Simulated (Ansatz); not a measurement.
Rutile MnF2, treated with RPBE in Ansatz (plane waves, PAW).

Settings: plane-wave cutoff 520 eV, 8×8×10 k mesh (along the axes of the cell as run), Fermi–Dirac smearing 0.01 eV, spin-polarised with opposed moments, scalar-relativistic PAW data made under PBE.

Response to compression and expansion:

Shape and atoms are relaxed at each volume.

```json
[
 {"V (Å³/atom)": "13.613", "P (GPa)": "3.20", "direct gap at Γ (eV)": "2.606", "smallest gap on the k mesh (eV)": "2.556", "c (Å)": "3.340"},
 {"V (Å³/atom)": "13.897", "P (GPa)": "1.49", "direct gap at Γ (eV)": "2.603", "smallest gap on the k mesh (eV)": "2.558", "c (Å)": "3.352"},
 {"V (Å³/atom)": "14.181", "P (GPa)": "-0.01", "direct gap at Γ (eV)": "2.595", "smallest gap on the k mesh (eV)": "2.554", "c (Å)": "3.363"},
 {"V (Å³/atom)": "14.464", "P (GPa)": "-1.33", "direct gap at Γ (eV)": "2.580", "smallest gap on the k mesh (eV)": "2.543", "c (Å)": "3.372"},
 {"V (Å³/atom)": "14.748", "P (GPa)": "-2.45", "direct gap at Γ (eV)": "2.558", "smallest gap on the k mesh (eV)": "2.525", "c (Å)": "3.377"}
]
```

The gap at Γ does not follow one straight line over these volumes.

Measured, for comparison: band gap 9.9 eV (temperature not stated, not corrected to a static lattice, the source doubts the polymorph; as tabulated in Das and Bazhirov (2019), arXiv:1808.05325).

Note: without U or exact exchange, gaps and moments of open d shells tend to come out too small; the bulk modulus comes from volumes at which shape and atoms were relaxed.

Ansatz is a first-principles code.
